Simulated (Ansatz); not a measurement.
## Other spins and charges of GeH⁻, singlet at one geometry

Geometry (PBE0/def2-TZVPD stationary point for this spin):

```yaml
atoms:
  - { symbol: Ge, position_ang: [0.0000, 0.0000, 0.0000] }
  - { symbol: H, position_ang: [0.0000, 0.0000, 1.6332] }
```

Basis aug-cc-pVDZ; Ansatz 0.2.0. Only valence electrons are correlated (noble-gas cores and the filled d shells of p-block atoms frozen). R marks a restricted (for open shells ROHF) determinant. No spin–orbit coupling is included, and no scalar relativity.

Gaps are energies of the second state less the first, at fixed atoms, for a selection of the levels run; each method lands on the state that its own search finds for that charge and spin.

The determinant of the GeH⁻ singlet fills πx and πy unequally, so it is a mixture of Σ and Δ, which weighs on every level built on one determinant.

Removing an electron, to the doublet: 0.466 eV at full CI (singlet A1, doublet ion B1, in C2v).

By full CI's occupations no single determinant describes the singlet well.

```
     level  gap (eV)  error (meV)
       RHF    -0.432         -898
      RMP2     0.153         -313
      CISD     0.130         -336
     RCCSD     0.249         -217
  RCCSD(T)     0.326         -140
   BCCD(T)     0.325         -141
   RCCSDT*     0.438          -28
RCCSDT(Q)*     0.473            7
```

An asterisk marks runs whose energy the program itself flagged as in doubt.

Wrong sign: RHF.

Full CI is exact within this basis and frozen core; it isn't the basis-set limit.
